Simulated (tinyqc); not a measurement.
Ways to converge the cycle: SCF convergence aids in the sto-3g basis, for CH, spin multiplicity 4. Computed by the program tinyqc with PySCF. UHF with one setting changed at a time; a run stops when the energy changes by less than 1e-09 hartree and the error matrix is below 1e-5. The start is the Wolfsberg-Helmholz matrix. Damping d keeps d of the old density; a shift (hartree) raises the virtual levels; DIIS n extrapolates F over n matrices.

Geometry (angstrom):
```
atom       x       y       z
C     0.0000  0.0000  0.0000
H     0.0000  0.0000  1.1840
```

lowest solution found by these runs and by PySCF with stability checks = -37.783645 hartree

Largest element of the error matrix X^T (FDS - SDF) X:
```
iteration    plain  damping 0.3  damping 0.6  shift 0.4   DIIS 3   DIIS 8
1          1.6e-01      1.6e-01      1.6e-01    1.6e-01  1.6e-01  1.6e-01
2          4.1e-02      6.7e-02      9.8e-02    6.3e-02  4.1e-02  4.1e-02
3          1.4e-02      3.4e-02      6.9e-02    3.1e-02  1.0e-02  1.0e-02
4          6.9e-03      1.8e-02      4.9e-02    1.6e-02  5.2e-03  5.2e-03
5          4.8e-03      1.0e-02      3.5e-02    1.0e-02  2.9e-03  2.5e-03
6          3.4e-03      6.6e-03      2.5e-02    7.0e-03  5.8e-04  4.5e-04
8          1.7e-03      3.8e-03      1.4e-02    4.7e-03  2.3e-05  3.0e-07
10         8.7e-04      2.5e-03      8.1e-03    3.0e-03  8.2e-06        -
14         2.2e-04      1.0e-03      3.9e-03    1.2e-03        -        -
20         2.9e-05      2.6e-04      1.8e-03    3.0e-04        -        -
30               -      2.8e-05      5.5e-04    3.1e-05        -        -
45               -            -      8.7e-05          -        -        -
60               -            -      1.4e-05          -        -        -
```

How each run ends:
```
run          iterations  E (hartree)                                                        state
plain                24   -37.783645                                                 lowest found
damping 0.3          35   -37.783645                                                 lowest found
damping 0.6         >60   -37.783645  falls steadily but slowly, by a factor of about 0.88 a step
shift 0.4            36   -37.783645                                                 lowest found
DIIS 3               10   -37.783645                                                 lowest found
DIIS 8                8   -37.783645                                                 lowest found
```

What does the comparison show, and why?

5 of 6 runs reach the lowest solution found, in 8 to 36 iterations (fastest: DIIS 8). Not converged: damping 0.6. Plain steps already contract here, so damping only slows them. DIIS 3 and DIIS 8 gain by cancelling the error over several earlier matrices, much as a quasi-Newton step does.
